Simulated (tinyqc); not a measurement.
Inside a calculation. Method: Born-Oppenheimer dynamics on the RHF/sto-6g surface (energies and gradients from PySCF), for H2O, spin multiplicity 1. Computed by tinyqc, a small Python program that keeps every step (integrals from PySCF). Settings: charge = 0, multiplicity = 1, basis = sto-6g, time step (fs) = 1.0, steps = 24. Command: `OMP_NUM_THREADS=1 python tinyqc.py 25118 25119 out.jsonl` (the two numbers bound the seeds that draw the settings). One thread of a shared host (Intel(R) Xeon(R) Processor @ 2.60GHz), about 4 s of CPU time with the checks.

positions (bohr), order 1O, 2H, 3H:
```
[[-0.00756, -0.04913, 0.04535],
 [-0.02268, 1.55524, 1.02612],
 [-0.00756, -1.51934, 1.11116]]
```

The total energy should stay constant up to terms of order dt^2; the step counts as short enough if it moves by less than 2 % of the largest kinetic energy.

Trajectory:
```
time (fs)  1O-2H (angstrom)  potential (hartree)  kinetic (hartree)  total (hartree)
0.00000             0.99510          -75.6739276          0.0000424      -75.6738852
1.00000             0.99108          -75.6750733          0.0010952      -75.6739781
2.00000             0.98056          -75.6776687          0.0035430      -75.6741257
3.00000             0.97221          -75.6795732          0.0054350      -75.6741383
4.00000             0.97392          -75.6804231          0.0062694      -75.6741537
5.00000             0.98615          -75.6799879          0.0057878      -75.6742000
6.00000             1.00158          -75.6777434          0.0036210      -75.6741224
7.00000             1.01102          -75.6748978          0.0009517      -75.6739461
8.00000             1.00925          -75.6740314          0.0001442      -75.6738872
9.00000             0.99736          -75.6759841          0.0019538      -75.6740303
10.00000            0.98227          -75.6787212          0.0045601      -75.6741611
11.00000            0.97339          -75.6802788          0.0061154      -75.6741635
12.00000            0.97637          -75.6804136          0.0062453      -75.6741682
13.00000            0.98813          -75.6790464          0.0048863      -75.6741601
14.00000            0.99911          -75.6764134          0.0023723      -75.6740411
15.00000            1.00037          -75.6743129          0.0004007      -75.6739122
16.00000            0.98952          -75.6745844          0.0006212      -75.6739632
17.00000            0.97278          -75.6765415          0.0024595      -75.6740820
18.00000            0.96238          -75.6785331          0.0044463      -75.6740868
19.00000            0.96784          -75.6802425          0.0060840      -75.6741584
20.00000            0.98718          -75.6806513          0.0064097      -75.6742416
21.00000            1.00860          -75.6786937          0.0045489      -75.6741448
22.00000            1.01981          -75.6757578          0.0017790      -75.6739789
23.00000            1.01496          -75.6743103          0.0003913      -75.6739190
24.00000            0.99684          -75.6752602          0.0012532      -75.6740070
```

Is the time step short enough?

No. The total energy moves within 3.6e-04 hartree; that is over 2 % of the largest kinetic energy, so the time step is too long.
